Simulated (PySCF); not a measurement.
**boron trichloride and carbon dioxide**

Made of boron trichloride and carbon dioxide. The whole: neutral, singlet.

| part | name | SMILES | atoms | charge | multiplicity |
| --- | --- | --- | --- | --- | --- |
| 1 | boron trichloride | ClB(Cl)Cl | 1–4 | 0 | 1 |
| 2 | carbon dioxide | O=C=O | 5–7 | 0 | 1 |

```xyz
7

Cl   -1.061   -1.007    0.512
B     0.061    0.184   -0.076
Cl   -0.505    1.742   -0.606
Cl    1.764   -0.201   -0.180
O     2.949    1.734    2.905
C     1.817    1.537    2.764
O     0.681    1.342    2.627
```
(Å; atoms numbered from 1)

In these coordinates B2···O7 is 3.005 Å. Part 2 is then moved rigidly along that line, all else held; at short range other atoms may come into contact.

The starting structure comes from a short search with a few starts; no frequency run checks that it is a minimum, and another way of binding may lie lower.

Method: PBE0-D3(BJ)/def2-SVPD interaction energy, counterpoise and uncorrected, gas phase (PySCF). Density fitting is used. The geometry comes from PBE0-D3(BJ)/def2-SVP.

Energies in kcal/mol, cluster less frozen parts; CP is counterpoise-corrected.

Results

```json
{"B2···O7 (Å)": "2.404", "CP": "4.09", "uncorrected": "2.78", "dispersion": "-2.16"}
{"B2···O7 (Å)": "2.554", "CP": "1.25", "uncorrected": "0.08", "dispersion": "-2.02"}
{"B2···O7 (Å)": "2.704", "CP": "-0.38", "uncorrected": "-1.43", "dispersion": "-1.87"}
{"B2···O7 (Å)": "2.855", "CP": "-1.25", "uncorrected": "-2.19", "dispersion": "-1.72"}
{"B2···O7 (Å)": "3.005", "CP": "-1.65", "uncorrected": "-2.49", "dispersion": "-1.55"}
{"B2···O7 (Å)": "3.155", "CP": "-1.78", "uncorrected": "-2.53", "dispersion": "-1.39"}
{"B2···O7 (Å)": "3.306", "CP": "-1.75", "uncorrected": "-2.40", "dispersion": "-1.24"}
{"B2···O7 (Å)": "3.756", "CP": "-1.30", "uncorrected": "-1.70", "dispersion": "-0.81"}
{"B2···O7 (Å)": "4.508", "CP": "-0.56", "uncorrected": "-0.76", "dispersion": "-0.37"}
{"B2···O7 (Å)": "6.010", "CP": "-0.10", "uncorrected": "-0.17", "dispersion": "-0.08"}
{"B2···O7 (Å)": "9.015", "CP": "-0.01", "uncorrected": "-0.01", "dispersion": "-0.01"}
```

The 11 runs took 7.1 min in all, one thread each of Intel Xeon on a shared host, launched as `OMP_NUM_THREADS=1 python cluster_run.py task.json out`.
